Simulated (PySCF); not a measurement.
# The bond of AlN−, level by level

One table from this session's results is given with a row withheld; the runs are named, their logs left out.

Method: Al aug-pcseg-1, N aug-pcseg-1, no relativity; program: PySCF 2.14.0.

2 further runs of the same task are left out: 2 set aside as unsound or not needed.

The first run:

The job is set up so:

```yaml
atoms: Al, N
charge: -1
basis: Al aug-pcseg-1, N aug-pcseg-1
Hamiltonian: no relativity
basis_functions: 50
electrons_treated: 21
masses_in_u: 26.9815, 14.0031
levels: PBE0, PBE, r²SCAN, r²SCAN0, revPBE, B2PLYP, HF, MP2, SCS-MP2, CCSD, CCSD(T)
grid: 80 radial by 434 angular points
occupations: held fixed by the projection of orbital angular momentum
dissociation_limit: Al− + N, each in its ground configuration
starting_distance_in_angstrom: 1.950
values_of_2S_to_try: 1, 3, 5
```

The run is started by

```console
OMP_NUM_THREADS=1 python dia.py task.json out
```

Among the steps run: Set-up; PBE0 along the bond; Other states along the same grid; PBE (GGA); r²SCAN (meta-GGA); r²SCAN0 (hybrid meta-GGA); revPBE (GGA); B2PLYP (double hybrid); ROHF (mean field); Correlated methods on the Hartree–Fock reference.

One table of the session follows, with a row left open; its other results are not shown here.

```
       level  Re (Å)  ωe (cm⁻¹)  De (eV)
        ROHF   1.760        901     1.04
    ROHF-MP2   1.818        770     3.64
ROHF-SCS-MP2   1.815        775     3.65
   ROHF-CCSD       ?          ?        ?
ROHF-CCSD(T)   1.822        758     3.47
         PBE   1.816        765     4.25
      revPBE   1.823        755     4.03
      r²SCAN   1.797        801     3.84
        PBE0   1.792        813     3.78
     r²SCAN0   1.783        823     3.48
```

Estimate the missing values for ROHF-CCSD.

The run gave: Re (Å): 1.807; ωe (cm⁻¹): 794; De (eV): 3.22. In the column «Re (Å)» it lies between r²SCAN (1.797) and ROHF-SCS-MP2 (1.815).

De is counted to Al− + N in their ground configurations.
